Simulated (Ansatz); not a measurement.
Density of states of VClO (Pmmn, a = 3.274 Å, b = 3.831 Å, c = 8.024 Å, α = 90.00°, β = 90.00°, γ = 90.00°), in states per eV and primitive cell, averaged over bins of 0.4 eV. The calculation used Ansatz, DFT PBEsol, scalar-relativistic, plane waves, PAW.

Settings: cutoff 420 eV, Γ-centred mesh 12×10×6 on the computed 6-atom cell, Gaussian smearing of 0.10 eV; collinear spin from starting moments 1.61 1.61 0 0 0 0 μB.

The cell is relaxed at this level. The states (both spins) are summed by tetrahedra on a 18×15×9 mesh at the self-consistent density. Energies are bin centres; the table starts no lower than −8 eV and ends at 6 eV, or lower where the solved bands end.

It is a metal at this level.

```
E − E_F (eV) total V 3d up V 3d down O 2p up Cl 3p up Cl 3p down O 2p down V 4s up
       -7.85   1.28     0.23       0.01     0.82      0.04        0.00       0.07     0.07
       -7.45   2.42     0.21       0.20     0.76      0.04        0.05       0.97     0.05
       -7.05   2.58     0.28       0.16     1.05      0.09        0.05       0.79     0.04
       -6.65   4.44     0.57       0.26     1.63      0.29        0.14       1.35     0.03
       -6.25   6.20     0.83       0.50     1.94      0.43        0.43       1.87     0.03
       -5.85   6.02     0.54       0.61     1.18      1.01        0.62       1.84     0.06
       -5.45   4.89     0.33       0.43     0.68      0.79        1.21       1.26     0.03
       -5.05   3.86     0.32       0.29     0.59      0.88        0.90       0.78     0.02
       -4.65   4.54     0.32       0.20     0.68      1.41        1.13       0.65     0.03
       -4.25   6.64     0.31       0.27     0.80      2.05        2.09       0.90     0.04
       -3.85   5.89     0.27       0.17     0.60      2.05        1.93       0.76     0.01
       -3.45   8.86     0.34       0.22     0.70      3.32        3.46       0.71     0.01
       -3.05   2.32     0.04       0.08     0.10      0.39        1.39       0.30     0.00
       -2.65   0.00     0.00       0.00     0.00      0.00        0.00       0.00     0.00
       -2.25   0.00     0.00       0.00     0.00      0.00        0.00       0.00     0.00
       -1.85   0.00     0.00       0.00     0.00      0.00        0.00       0.00     0.00
       -1.45   0.11     0.11       0.00     0.00      0.00        0.00       0.00     0.00
       -1.05   0.76     0.66       0.00     0.05      0.04        0.00       0.00     0.00
       -0.65   4.06     3.40       0.00     0.33      0.24        0.00       0.00     0.02
       -0.25   4.60     4.09       0.00     0.25      0.22        0.00       0.00     0.01
        0.15   4.62     3.86       0.00     0.36      0.32        0.00       0.00     0.03
        0.55   1.39     0.65       0.49     0.13      0.05        0.03       0.02     0.01
        0.95   2.48     0.00       2.14     0.00      0.00        0.09       0.18     0.00
        1.35   2.72     0.18       2.22     0.01      0.02        0.07       0.12     0.00
        1.75   9.47     2.34       5.61     0.32      0.32        0.26       0.20     0.01
        2.15   6.50     2.19       2.96     0.46      0.38        0.10       0.17     0.01
        2.55   2.69     0.85       1.06     0.26      0.08        0.11       0.10     0.01
        2.95   6.17     1.20       3.14     0.49      0.11        0.36       0.45     0.03
        3.35   1.71     0.05       1.18     0.02      0.00        0.10       0.24     0.00
        3.75   1.85     0.00       1.25     0.00      0.00        0.09       0.36     0.00
        4.15   0.89     0.00       0.58     0.00      0.00        0.04       0.19     0.01
        4.55   0.12     0.00       0.00     0.00      0.00        0.00       0.00     0.04
        4.95   0.24     0.00       0.00     0.00      0.01        0.00       0.00     0.07
        5.35   0.35     0.00       0.00     0.01      0.01        0.01       0.01     0.10
        5.75   0.56     0.01       0.01     0.01      0.01        0.01       0.01     0.15
```

The columns after the total are the main Löwdin projections on the occupied valence shells of the potentials; 7 others are left out. The rest of the total lies in those, in shells that are empty in the free atom, which aren't projected, and between the atoms.

Moments started parallel, and an antiferromagnetic order may lie lower. The cell holds layers, and where no dispersion correction was added their binding is poorly described.

Only this magnetic start was tried.